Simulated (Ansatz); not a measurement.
This geometry of H2O + H5NSi (10 atoms, charge 0, multiplicity 1) is a first-order saddle point.

Computed with Ansatz, RKS BLYP/def2-SVP.

```xyz
10
Properties=species:S:1:pos:R:3
Si 0.110 -0.127 0.100
N 0.103 -0.147 2.053
H -0.830 -0.103 2.486
H 0.688 0.583 2.485
H 1.403 0.318 -0.513
H -0.689 1.183 0.007
H -0.851 -1.012 -0.657
O 1.051 -1.824 0.738
H 0.563 -2.634 0.490
H 0.624 -1.227 1.834
```

Question: Which two structures does it join? (They come from a converged band through this point; their orientation in space is the band's.)

Answer: Bonds broken: Si1–N2, O8–H10. Bonds formed: Si1–O8, N2–H10. H2O + H5NSi becomes H3N + H4OSi.

First end point:

```xyz
10
Properties=species:S:1:pos:R:3
Si -0.142 0.340 0.111
N 0.005 -0.011 1.848
H -0.875 -0.110 2.369
H 0.621 0.620 2.376
H 1.238 0.459 -0.446
H -0.884 1.618 -0.196
H -0.915 -0.781 -0.511
O 1.437 -2.411 1.041
H 0.691 -3.019 0.864
H 0.998 -1.695 1.567
```

Last end point:

```xyz
10
Properties=species:S:1:pos:R:3
Si 0.035 -0.462 -0.307
N 0.335 0.118 2.433
H -0.467 0.354 3.034
H 1.134 0.659 2.793
H 1.139 0.546 -0.291
H -1.284 0.142 0.053
H -0.096 -0.905 -1.755
O 0.395 -1.902 0.535
H 0.432 -2.663 -0.073
H 0.549 -0.875 2.601
```

Question: How far does it lie above each of them?

Answer: 21.2 kcal/mol above the first and 29.0 kcal/mol above the second. This is the barrier of this one path; another mechanism may lie lower. The orbitals stay closed-shell, which can raise the energy where a bond breaks towards radicals; this wasn't checked here.

Run time: 110 s on 2 threads of Arm Neoverse V2 (shared host), peak memory 0.11 GiB.
